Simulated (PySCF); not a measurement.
Compound: C4H4FN.
Z-matrix (Å and degrees, GFN2-xTB geometry), rows numbered from 1:
```
N 
C   1  1.2590
C   2  1.4198  1  126.91
C   3  1.2054  2  173.92  1     1.18
C   4  1.4457  3  175.35  2   179.93
F   5  1.3762  4  111.56  1  -179.90
H   1  1.0198  2  115.08  3     0.00
H   2  1.0872  1  117.53  3   179.95
H   5  1.0977  4  110.54  6   118.88
H   5  1.0977  4  110.51  6  -118.91
```

Level of theory: TDDFT wB97X-D/def2-SVPD, vertical, gas phase, core orbitals frozen in the response in PySCF 2.14.0, density-fitted response routines.

Question: Predict the UV-vis stick spectrum at this level.

Answer: 

| state | E (eV) | E (hartree) | f | symmetry | main configurations (H = HOMO, L = LUMO) |
| --- | --- | --- | --- | --- | --- |
| S1 | 4.74 | 0.1742 | 0.0042 | A″ | H-1→L (97%) |
| S2 | 5.66 | 0.2080 | 0.0001 | – | H-2→L (93%) |
| S3 | 5.78 | 0.2126 | 0.136 | A′ | H→L (75%), H-2→L+1 (12%), H-1→L+1 (8%) |
| S4 | 6.03 | 0.2217 | 0.0027 | A″ | H→L+1 (87%) |
| S5 | 7.38 | 0.2714 | 0.079 | A′ | H-1→L+1 (73%), H-2→L+1 (10%) |
| S6 | 7.73 | 0.2841 | 0.0082 | A″ | H→L+2 (87%) |
| S7 | 7.94 | 0.2918 | 0.739 | A′ | H-2→L+1 (45%), H→L (18%) |
| S8 | 8.03 | 0.2952 | 0.015 | A′ | H-1→L+2 (62%), H-1→L+3 (15%) |

Triplets, Tamm–Dancoff:

| state | E (eV) | λ (nm) | main configurations (H = HOMO, L = LUMO) |
| --- | --- | --- | --- |
| T1 | 3.96 | 312.8 | H→L (91%) |
| T2 | 3.99 | 310.4 | H-1→L (94%) |
| T3 | 5.28 | 234.6 | H-2→L (76%), H→L+1 (15%) |

The lowest singlet comes at 262 nm (457 kJ/mol) in the ultraviolet; it is very weak; its leading configuration is HOMO-1→LUMO (97%). The most intense listed level is S7 at 7.94 eV (156 nm, f = 0.739), 3.20 eV above S1. Löwdin shares by element: HOMO carbon 66% or more, nitrogen 20%; LUMO carbon 57% or more, nitrogen 30%. Weighted by f, the mean energy of these states is 7.58 eV. Of the 8 states listed, 4 reach f = 0.01 and 1 stays under 0.0005. Orbital energies (eV): HOMO-3 -12.56, HOMO-2 -10.83, HOMO-1 -10.02, HOMO -9.98, LUMO 0.19, LUMO+1 1.46, LUMO+2 2.14. No computed singlet lies in the visible range (380 to 750 nm); the lowest, at 262 nm, stands 1.48 eV above its violet end (3.26 eV). Symmetry labels in Cs follow from the direction of the transition dipole and are given only for states with f of 0.002 or more. Singlets were solved by full linear response, triplets in the Tamm–Dancoff approximation.
